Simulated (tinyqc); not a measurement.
Worked calculation: coupled-perturbed Hartree-Fock on RHF in the sto-3g basis, for BH2+, spin multiplicity 1. One step of it, computed by the program tinyqc.

Task: Response to a field: uncoupled start. Field along z; U_ai = -mu_ai / (e_a - e_i), alpha = -4 sum U_ai mu_ai.

orbital energies (hartree): MO1 -7.948920, MO2 -0.995265, MO3 -0.873958, MO4 -0.215203, MO5 -0.176907, MO6 0.197639, MO7 0.424461

dipole integrals <a|z|i> (bohr):
```
          i1         i2         i3
a4  0.107703   0.839633   0.000000
a5  0.000000   0.000000   0.000000
a6  0.051431  -0.003441   0.000000
a7  0.000000   0.000000  -0.490812
```

Give: uncoupled U; uncoupled polarisability.

Result:

uncoupled U:
```
         i1       i2      i3
a4  -0.0139  -1.0764  0.0000
a5   0.0000   0.0000  0.0000
a6  -0.0063   0.0029  0.0000
a7   0.0000   0.0000  0.3780
```

uncoupled polarisability = 4.3645 bohr^3
